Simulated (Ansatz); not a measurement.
## How far each method lies from full CI for BH2, doublet

Geometry: a point of a breathe scan, not a stationary point.

```tsv
atom	x (Å)	y (Å)	z (Å)
B	0.0000	-0.0697	0.0000
H	0.0000	0.3737	-0.9381
H	0.0000	0.3737	0.9381
```

Basis aug-cc-pVDZ; Ansatz 0.2.0. Correlated methods freeze the noble-gas cores, which leaves 5 electrons in 40 orbitals. Prefix R: restricted or restricted open-shell reference; prefix U: unrestricted. Active spaces: pair = (3e, 3o) about the gap; valence = (5e, 6o) chosen from the atoms' valence shells.

Full CI is exact within this basis and frozen core; it isn't the basis-set limit. The frozen core follows each run's orbitals, which can shift R against U totals by a few meV.

For open shells CISD is restricted-active-space CI with the open shells as a complete middle space.

```
UHF ⟨S²⟩                          : 0.753
T1 diagnostic (RCCSD)             : 0.0139
largest doubles amplitude (RCCSD) : 0.032
T1 diagnostic (UCCSD)             : 0.0082
```

```
                   level  E − E(full CI) (mEh)  share of correlation (%)  wall time
                     RHF                 89.10                      0.00          –
                     UHF                 87.73                      1.54          –
                    RMP2                 20.59                     76.89          –
                    UMP2                 20.43                     77.07          –
                    CISD                  3.02                     96.61     0.69 s
                   RCCSD                  1.51                     98.31          –
                   UCCSD                  1.48                     98.33          –
                RCCSD(T)                  0.35                     99.61     0.87 s
                UCCSD(T)                  0.34                     99.62     0.81 s
                 BCCD(T)                  0.35                     99.61      1.2 s
                  RCCSDT                  0.02                     99.98          –
                  UCCSDT                  0.01                     99.99          –
               RCCSDT(Q)                  0.00                    100.00      9.5 s
               UCCSDT(Q)                 -0.01                    100.01      8.5 s
     CASSCF (pair space)                 78.32                     12.10          –
     NEVPT2 (pair space)                 22.36                     74.91     0.94 s
     MRCISD (pair space)                  2.56                     97.13          –
   MRCISD+Q (pair space)                 -0.46                    100.52      1.1 s
  CASSCF (valence space)                 60.37                     32.24          –
  NEVPT2 (valence space)                 17.03                     80.89     0.57 s
  MRCISD (valence space)                  1.80                     97.97          –
MRCISD+Q (valence space)                  0.09                     99.90     0.99 s
```

The correlation energy at full CI, counted from RHF, is -2.424 eV. That run took 14 s on 1 thread of Intel Xeon Platinum 8375C, shared host over 1,948,494 determinants.

Times hold each run's SCF and search for its determinant on a shared host, so for small cases they say little of a method's own cost; they ran on 1 thread of Intel Xeon Platinum 8375C.

More than 5 meV below full CI, which no variational method can be: MRCISD+Q (pair space).

The full-CI state has the irrep A1 of C2v, in the program's axes.

Natural occupations of full CI about the gap: 1.961 1.961 0.989 0.018 0.014 0.013 0.008 0.008 0.007 0.005; effectively unpaired electrons, Σ n²(2−n)², 1.02.
